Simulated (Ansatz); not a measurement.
# SiPH (singlet): the correlation ladder at distance Si1–H3 = 1.483 Å, 6-31G

How much of the correlation energy of SiPH (singlet) does each wave-function method recover here?

Program: Ansatz 0.2.0, Gaussian basis. Level of theory: 6-31G, core rule «outside noble gas», up to 10 orbitals frozen. These are calculated values, not measurements.

Plan: UHF; CCSD(T) on RHF; CCSD(T) on UHF; BCCD(T) on RHF; CISD; CCSDT(Q) on RHF; CCSDT(Q) on UHF; CISDTQ; CCSDTQ on RHF; CASSCF and MRCISD+Q, 2 electrons in 2 orbitals; CASSCF and NEVPT2, 2 electrons in 2 orbitals; CASSCF and MRCISD+Q, 10 electrons in 9 orbitals; CASSCF and NEVPT2, 10 electrons in 9 orbitals; Full CI.

9 further runs of the same task are left out: 7 that didn't finish, 2 set aside as unsound or not needed.

### Step 1. The geometry

The geometry derives from a PBE0/def2-TZVP stationary point (not a proven minimum). One bond is set to the value named and the two fragments are kept rigid.

3 atoms, charge 0, spin multiplicity 1.

Atoms are counted from 1 here; the program's logs count them from 0.

Bond lengths: Si1–P2 1.944 Å, Si1–H3 1.483 Å. Angles: P2–Si1–H3 180.0°.

Coordinates:

```csv
atom,x (Å),y (Å),z (Å)
Si1,0.00000,0.00000,0.15380
P2,0.00000,0.00000,-1.79060
H3,0.00000,0.00000,1.63680
```

### Step 2. UHF

Contents of in.yaml:

```yaml
crystal:
  periodic: [false, false, false]
  atoms:
    - {symbol: Si, position_ang: [0.000000, 0.000000, 0.153800]}
    - {symbol: P, position_ang: [0.000000, 0.000000, -1.790600]}
    - {symbol: H, position_ang: [0.000000, 0.000000, 1.636800]}
basis:
  gaussian: {orbitals: 6-31G}
magnetization: {spin_polarized: true, initial_magnetization: 0}
hamiltonian: {xc: hf}
output: {orbitals: {seedname: orbitals}}
```

Launch:

```sh
> ansatz run in.yaml --threads 1 --pin off --events-out ev --progress --plain --max-ram 2393MiB
```

The runs that follow: CCSD(T) on RHF; CCSD(T) on UHF; BCCD(T) on RHF; CISD; CCSDT(Q) on RHF; CCSDT(Q) on UHF; CISDTQ; CCSDTQ on RHF; CASSCF and MRCISD+Q, 2 electrons in 2 orbitals; CASSCF and NEVPT2, 2 electrons in 2 orbitals; CASSCF and MRCISD+Q, 10 electrons in 9 orbitals; CASSCF and NEVPT2, 10 electrons in 9 orbitals; Full CI.

**Question.** What will the summary of the whole plan be? Wanted: FCI below the RHF energy; RMP2 from FCI; RCCSD from FCI; RCCSD(T) from FCI; RCCSDT(Q) from FCI; NEVPT2 pair from FCI; MRCISD+Q pair from FCI; NEVPT2 valence from FCI; T1 diagnostic.

As calculated:

```
                         quantity                                                                 value
         FCI below the RHF energy                                                            -4.0733 eV
                    RMP2 from FCI                                                          +48.3 kJ/mol
                   RCCSD from FCI                                                          +17.8 kJ/mol
                RCCSD(T) from FCI                                                           +5.2 kJ/mol
               RCCSDT(Q) from FCI                                                            0.0 kJ/mol
             NEVPT2 pair from FCI                                                          +54.5 kJ/mol
           MRCISD+Q pair from FCI                                                           +7.5 kJ/mol
          NEVPT2 valence from FCI                                                          +25.2 kJ/mol
levels within 1 kcal/mol (43 meV)  RCCSDT, CISDTQ, RCCSDT(Q), RCCSDTQ, MRCISD valence, MRCISD+Q valence
                    T1 diagnostic                                                                 0.019
   effectively unpaired electrons                                                                  0.21
```

What this shows: RCCSD(T) misses by +5.2 kJ/mol, 1.3 % of the correlation energy. The occupations show some static correlation. Of the multireference levels listed MRCISD+Q valence comes nearest in total energy (+0.5 kJ/mol), which doesn't show that its space is the better one. These misses are within one basis, not against nature.
